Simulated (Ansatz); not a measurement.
Barrier height from CHN (SMILES [C-]#[NH+]) to the transition structure CHN, without zero-point energy, on the benchmark's geometries as Psi4's copy of the set gives them.
Transition structure (charge 0, multiplicity 1):
```csv
atom,x (Å),y (Å),z (Å)
C,0.0803,0.6203,0.0000
N,0.0803,-0.5681,0.0000
H,-1.0441,0.2551,0.0000
```

Open shells are unrestricted; no spin–orbit coupling.

Frozen-core correlation. CBS(a, b) extrapolates the correlation energy as X⁻³ and adds the Hartree–Fock energy of set b.

The values were computed with Ansatz (a quantum-chemistry and plane-wave program). Each number belongs to the level named beside it.

**Question.** What is the computed barrier height (SCS-MP2/aug-cc-pVTZ)?

**Answer.** 34.9 kcal/mol

**Question.** What is the computed barrier height (CCSD/aug-cc-pVQZ)?

**Answer.** 33.7 kcal/mol

**Question.** What barrier height does CCSD(T)/CBS(aug-cc-pVTZ, aug-cc-pVQZ) give?

**Answer.** 32.9 kcal/mol
